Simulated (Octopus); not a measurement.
**Octopus input wanted**

BH: 2 atoms, total charge 0, spin state singlet. As SMILES, `[BH]`. Geometry: the measured bond length.

```xyz
2

B     0.0000    0.0000   -0.6162
H     0.0000    0.0000    0.6162
```

Settings wanted:

* method: DFT
* functional: PBE
* xc typed: yes
* pseudopotentials: hgh_lda
* grid spacing: 0.13 angstrom
* box: minimum
* box margin: 4 angstrom
* stencil order: 4
* potential filter: filter_TS
* poisson: isf
* sic: sic_none
* dispersion: TS
* reference: RKS
* relativity: scalar, in the pseudopotentials
* extra states: 0
* mixing: broyden
* mixing beta: 0.3
* starting guess: lcao_full
* density conv: 1e-06
* iteration cap: 120
* task: gradient

Task: Write the Octopus 16.4 input and the command.

Result: One that was run (others would do as well):

geometry.xyz:
```
2

B      0.000000     0.000000    -0.616200
H      0.000000     0.000000     0.616200
```

input:
```
CalculationMode=gs
UnitsOutput=eV_Angstrom
FromScratch=yes
ExperimentalFeatures=yes

XYZCoordinates="geometry.xyz"
PseudopotentialSet=hgh_lda

Radius=4*angstrom
Spacing=0.13*angstrom

XCFunctional=gga_x_pbe + gga_c_pbe
VDWCorrection=vdw_ts

MaximumIter=120
```

```bash
$ OMP_NUM_THREADS=1 octopus > gs.log
```

Calculated total energy: -3.24890 Eh.
